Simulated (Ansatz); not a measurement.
Basis sets compared for BH2(SiH3) (SiBH₅). Charge 0, multiplicity 1. Geometry B3LYP-D4/def2-TZVP. Ansatz on 4 threads of Arm Neoverse V2 on a shared host; times are rough, and most runs start from earlier orbitals.

```xyz
7

B    -0.251   -1.143    0.258
H     0.462   -1.790    0.959
H    -1.268   -1.648   -0.102
Si    0.197    0.757   -0.220
H    -0.391    1.198   -1.509
H     1.655    1.034   -0.246
H    -0.403    1.594    0.860
```

Binding counts from free atoms (B doublet, H doublet, Si triplet) in the same basis, without a counterpoise term.

```csv
level,functions,energy (Eh),HOMO (eV),LUMO (eV),binding per atom (eV),wall time
PBE-D4/def2-SVP,57,-316.9672,-7.22,-3.42,2.99,0.25 s
PBE-D4/def2-TZVP,98,-317.1002,-7.24,-3.49,2.99,0.4 s
r2SCAN-D4/def2-TZVP,98,-317.2566,-7.51,-3.12,3.03,0.8 s
PBE0-D4/def2-SVP,57,-317.0129,-8.48,-2.42,2.99,0.25 s
PBE0-D4/def2-TZVP,98,-317.1434,-8.46,-2.46,3.00,0.5 s
```

Task: Estimate the rows for PBE-D4/def2-TZVPD, r2SCAN-D4/def2-TZVPD, PBE0-D4/def2-TZVPD.

Result: 
```tsv
level	functions	energy (Eh)	HOMO (eV)	LUMO (eV)	binding per atom (eV)	wall time
PBE-D4/def2-TZVPD	125	-317.1005	-7.24	-3.49	2.99	0.6 s
r2SCAN-D4/def2-TZVPD	125	-317.2568	-7.51	-3.12	3.03	1 s
PBE0-D4/def2-TZVPD	125	-317.1436	-8.46	-2.47	3.00	0.55 s
```
